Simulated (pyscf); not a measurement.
Single points on ωB97X-D3(BJ)/def2-SVP structures (PySCF, gas phase).

Problem. Estimate by transition-state theory the rate constant of H₂N–SiH₂–Si(NH₂)(SiH₃)–SiH₃ + H₂ → H₂N–Si(SiH₃)(SiH₃)–SiH₃ + NH₃ (singlet surface; N–Si, H–H broken, H–Si, H–N formed) at 900 K, with ωB97M-D3(BJ)/def2-TZVP energies (ideal gas, 1 atm, RRHO with modes under 100 cm⁻¹ raised to 100, one conformer, R ln 2 for chiral ones without a mode under 150 cm⁻¹; no tunnelling).

Solution. The electronic barrier is 47.5 kcal/mol and the thermal terms add +27.1, so ΔG‡ = 74.6 kcal/mol. With k_BT/h = 1.88e+13 s⁻¹ and RT = 1.788 kcal/mol, and a volume of 1.23e-19 cm³ per molecule at 1 atm, k = 1.8e-24 cm³ molecule⁻¹ s⁻¹. Wigner's tunnelling factor for 1474i cm⁻¹ would be 1.23. A shift of 1 kcal/mol in the barrier changes k by a factor 1.7. On the product side the descent ends in a complex (not fully relaxed), 7.1 kcal/mol under the separated species and 50.7 kcal/mol under the saddle at ωB97X-D3(BJ)/def2-TZVP. At the saddle there is also a short H–Si contact that neither side keeps. H₂N–Si(SiH₃)(SiH₃)–SiH₃ lies 12.7 kcal/mol over its isomer H₃Si–NH–SiH(SiH₃)–SiH₃ (electronic energy, ωB97M-D3(BJ)/def2-TZVP). One saddle was located; it need not be the lowest between these sides.
